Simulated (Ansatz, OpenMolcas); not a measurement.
**[PH2]− (phosphanide): the energy, rung by rung**

[PH2]− has 3 atoms, charge -1, and is taken as a singlet. As SMILES, `[PH2-]`. The coordinates come from a GFN2-xTB relaxation.

```csv
atom,x (Å),y (Å),z (Å)
P,0.4989,-0.2936,0.2450
H,0.1056,0.9902,0.1651
H,-0.6045,-0.6966,-0.4102
```

Quantity: the energy change with the P1–H2 bond stretched from 1.345 to 2.690 Å, in eV. The values are calculated.

```
                    level                    kind     program  value (eV)  less FCI/3-21G  CPU time (all runs)
 SVWN5/3-21G (restricted)                     LDA      Ansatz        2.42           +0.39               0.73 s
M06-2X/3-21G (restricted)         hybrid meta-GGA  OpenMolcas        2.77           +0.74                7.8 s
 HSE06/3-21G (restricted)  range-separated hybrid      Ansatz        2.61           +0.58                1.3 s
 wB97X/3-21G (restricted)  range-separated hybrid      Ansatz        2.88           +0.85                4.5 s
B2PLYP/3-21G (restricted)           double hybrid  OpenMolcas        2.49           +0.46                6.5 s
        CASPT2(8,6)/3-21G          multireference  OpenMolcas        2.01           -0.02                3.4 s
          MRCI(8,6)/3-21G          multireference  OpenMolcas        2.02           -0.01                3.9 s
                FCI/3-21G      exact in the basis  OpenMolcas        2.03            0.00                 12 s
```

FCI/3-21G is exact within its basis and frozen core, so for wave-function methods in that basis the difference is their error; functionals converge differently with the basis, so for them it is only a difference. Where it was recorded, the anion's HOMO is positive in M06-2X/3-21G, B2PLYP/3-21G: a fault of the level (basis or self-interaction), which says nothing on whether the real anion is bound. Sets without diffuse functions describe the anion poorly. The first shape isn't each level's own minimum. The values span 2.01 to 2.88 eV. All rows use very small basis sets, so none should be taken for the real molecule's value. CPU times are rough (shared hosts, several kinds of processor and program).
